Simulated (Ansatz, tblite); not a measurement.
# The cluster ReO₂+: rung by rung

One table from this session's results is given with a row withheld; the runs are named, their logs left out.

Method: as each input shows; program: Ansatz 0.2.0, Gaussian basis.

Plan: GFN1-xTB, GFN2-xTB, PBE-D4/def2-TZVP, r2SCAN-D4/def2-TZVP, BHLYP-D4/def2-TZVP, r2SCANh-D4/def2-TZVP, revPBE-D4/def2-TZVP, r2SCAN0-D4/def2-TZVP, ωB97X-V/def2-TZVP, PBE-D4/def2-SVP, PBE0-D4/def2-SVP, CCSD(T)/def2-TZVPP, MP2/def2-TZVP, RPA/def2-TZVP.

1 further run of the same task is left out (it didn't finish).

**The geometry**

The geometry is that of the singlet, from an earlier relaxation (PBE0-D4/def2-TZVP). At that level it is the lowest of the isomers that a small search found.

3 atoms, charge 1, spin multiplicity 1.

Bond lengths: Re1–O2 1.641 Å, Re1–O3 1.641 Å. Angles: O2–Re1–O3 103.4°.

Coordinates:

```xyz
3
O2Re
Re   -0.4140   -0.5368   -0.0208
O     1.2270   -0.5177   -0.0057
O    -0.8130    1.0545    0.0266
```

Re takes a core potential in the def2 sets. No spin-orbit coupling is included. The ion is computed in the gas phase, without counter-ions or solvent.

PBE0-D4/def2-TZVP was run before; its log isn't repeated, and its numbers join the tables.

The first run:

Tight binding, by tblite at 300 K electronic temperature and without a spin-polarisation term:

```python
tblite.interface.Calculator('GFN1-xTB', numbers, positions, charge=1, uhf=0).singlepoint()
```

Tight binding, by tblite at 300 K electronic temperature and without a spin-polarisation term:

```python
tblite.interface.Calculator('GFN2-xTB', numbers, positions, charge=1, uhf=0).singlepoint()
```

start.molden holds the orbitals of an earlier run on this state, given as this run's starting guess.

in.yaml

```yaml
crystal:
  periodic: [false, false, false]
  atoms:
    - {symbol: Re, position_ang: [-0.414017, -0.536766, -0.020847]}
    - {symbol: O, position_ang: [1.227008, -0.517722, -0.005704]}
    - {symbol: O, position_ang: [-0.812991, 1.054488, 0.026551]}
basis:
  gaussian: {orbitals: def2-TZVP, initial_orbitals: start.molden}
total_charge: 1
hamiltonian: {xc: pbe, dispersion: d4}
scf: {omitted_lower_state_checks: [starts]}
output: {forces: true, orbitals: {seedname: orbitals}}
```

Run with:

```sh
> ansatz run in.yaml --threads 4 --pin off --events-out ev --progress --plain --max-ram 3916MiB
```

Among the steps run: PBE-D4/def2-TZVP; r2SCAN-D4/def2-TZVP; BHLYP-D4/def2-TZVP; r2SCANh-D4/def2-TZVP; revPBE-D4/def2-TZVP; r2SCAN0-D4/def2-TZVP; ωB97X-V/def2-TZVP; PBE-D4/def2-SVP; PBE0-D4/def2-SVP; CCSD(T)/def2-TZVPP; MP2/def2-TZVP; RPA/def2-TZVP.

One table of the session follows, with a row left open; its other results are not shown here.

| level | HOMO (eV) | LUMO (eV) | gap (eV) |
| --- | --- | --- | --- |
| PBE-D4/def2-SVP | -12.95 | -12.37 | 0.58 |
| PBE-D4/def2-TZVP | -12.91 | -12.40 | 0.52 |
| revPBE-D4/def2-TZVP | -12.83 | -12.28 | 0.55 |
| r2SCAN-D4/def2-TZVP | ? | ? | ? |
| r2SCANh-D4/def2-TZVP | -13.66 | -11.83 | 1.83 |
| PBE0-D4/def2-SVP | -14.28 | -11.31 | 2.97 |
| PBE0-D4/def2-TZVP | -14.21 | -11.31 | 2.89 |
| r2SCAN0-D4/def2-TZVP | -14.40 | -11.22 | 3.18 |
| BHLYP-D4/def2-TZVP | -15.52 | -10.19 | 5.32 |
| ωB97X-V/def2-TZVP | -16.56 | -8.88 | 7.68 |

Q: Estimate the row for r2SCAN-D4/def2-TZVP from the others.

Worked estimate for «HOMO (eV)». Against the share of exact exchange, r2SCANh-D4/def2-TZVP (0.1, -13.66), r2SCAN0-D4/def2-TZVP (0.25, -14.40) give a slope of -4.93 per unit share; at 0 the line stands at -13.17.

The run gave: HOMO (eV): -13.17; LUMO (eV): -12.23; gap (eV): 0.93. In «HOMO (eV)» the line misses by 0.00.
